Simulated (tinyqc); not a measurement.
The basis set: RHF and MP2 along a ladder of basis sets, for BH2+, spin multiplicity 1. Computed by the program tinyqc with PySCF. Same geometry throughout; the dipole is taken about the origin.

Geometry (angstrom):

| atom | x | y | z |
|---|---|---|---|
| B | 0.0000 | 0.0000 | 0.0000 |
| H | 0.0000 | 1.0840 | 0.3890 |
| H | 0.0000 | -1.0840 | 0.3890 |

RHF and frozen-core MP2 in a ladder of bases:

| basis | functions | E(RHF) (hartree) | E(MP2 corr) (hartree) | HOMO (eV) | LUMO (eV) | dipole (debye) |
|---|---|---|---|---|---|---|
| sto-3g | 7 | -25.15157 | -0.02696 | -24.413 | -6.166 | 0.436 |
| 3-21g | 13 | -25.29733 | -0.03595 | -24.318 | -7.529 | 0.364 |
| 6-31g | 13 | -25.43967 | -0.03557 | -24.227 | -7.327 | 0.288 |
| 6-31g** | 24 | -25.45194 | -0.05838 | -24.189 | -7.296 | 0.305 |
| cc-pvdz | 24 | -25.45002 | -0.05558 | -24.161 | -7.408 | 0.300 |
| aug-cc-pvdz | 41 | -25.45086 | -0.05723 | -24.157 | -7.416 | 0.293 |
| cc-pvtz | 58 | -25.45787 | -0.06936 | -24.192 | -7.403 | 0.298 |

What does the comparison show, and why?

From cc-pVDZ to cc-pVTZ the RHF energy falls by 7.9 mhartree and the correlation energy by 13.8. If valence correlation converges as X^-3, (27 E(T) - 8 E(D))/19 gives -0.0752 hartree, a rough estimate from such small X that usually falls short; STO-3G holds about 36 % of it. Beyond STO-3G the LUMO moves by 0.2 eV and the HOMO by 0.2 eV.
